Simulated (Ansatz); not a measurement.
# SiH5O radical (built from SMILES O[SiH3].[H]): functionals against CCSD(T) at one geometry

One table from this session's results is given with a row withheld; the runs are named, their logs left out.

Computed with Ansatz 0.2.0, Gaussian basis. Level: single points in def2-TZVPP.

Correlated methods freeze the cores. Orbitals are unrestricted. B3LYP uses VWN-RPA correlation.

## The starting structure

7 atoms, charge 0, spin multiplicity 2.

Atoms are counted from 1 here; the program's logs count them from 0.

Bond lengths: H1–H4 0.762 Å, Si2–O3 1.529 Å, Si2–H5 1.549 Å, Si2–H6 1.474 Å, O3–H7 1.011 Å. Angles: O3–Si2–H5 118.5°, O3–Si2–H6 113.9°, H5–Si2–H6 103.5°, Si2–O3–H7 120.1°.

Coordinates:

| atom | x (Å) | y (Å) | z (Å) |
| --- | --- | --- | --- |
| H1 | -0.95350 | -0.95950 | 0.96450 |
| Si2 | 0.24710 | 0.43320 | 0.21260 |
| O3 | -0.04090 | -0.12840 | -1.18060 |
| H4 | -1.46730 | -1.46330 | 1.21550 |
| H5 | 0.04050 | 1.94920 | 0.45510 |
| H6 | 1.62480 | 0.19460 | 0.67860 |
| H7 | 0.38590 | 0.29160 | -1.99530 |

The first run:

run/in.yaml reads:

```yaml
crystal:
  periodic: [false, false, false]
  atoms:
    - {symbol: H, position_ang: [-0.953500, -0.959500, 0.964500]}
    - {symbol: Si, position_ang: [0.247100, 0.433200, 0.212600]}
    - {symbol: O, position_ang: [-0.040900, -0.128400, -1.180600]}
    - {symbol: H, position_ang: [-1.467300, -1.463300, 1.215500]}
    - {symbol: H, position_ang: [0.040500, 1.949200, 0.455100]}
    - {symbol: H, position_ang: [1.624800, 0.194600, 0.678600]}
    - {symbol: H, position_ang: [0.385900, 0.291600, -1.995300]}
basis:
  gaussian: {orbitals: def2-TZVPP}
magnetization: {spin_polarized: true, initial_magnetization: 1}
correlation: {method: ccsd_t}
scf: {omitted_lower_state_checks: [cluster_reference]}
output: {forces: true}
```

No record of the launch command was kept for these runs.

Steps of the session up to this table: CCSD(T)/def2-TZVPP; PBE0-D4/def2-TZVPP; wB97M-V/def2-TZVPP; r2SCAN-D4/def2-TZVPP; PBE-D4/def2-TZVPP; B3LYP-D4/def2-TZVPP; B97M-V/def2-TZVPP.

One of the session's tables, all rows but one given; the rest of the session is left out.

| method | RMS force component (eV/Å) | angle to CCSD(T) forces (°) | dipole (D) |
| --- | --- | --- | --- |
| CCSD(T) | 2.082 | reference | 1.66 |
| PBE0-D4 | 1.978 | 4.1 | 1.69 |
| wB97M-V | 2.034 | 1.9 | 1.61 |
| r2SCAN-D4 | ? | ? | ? |
| PBE-D4 | 2.000 | 7.5 | 1.67 |
| B3LYP-D4 | 1.994 | 3.1 | 1.66 |
| B97M-V | 1.899 | 6.0 | 1.68 |

**Question.** Estimate the row for r2SCAN-D4.

As computed: RMS force component (eV/Å): 1.962; angle to CCSD(T) forces (°): 3.7; dipole (D): 1.71. In the column «RMS force component (eV/Å)» it lies between B97M-V (1.899) and PBE0-D4 (1.978).
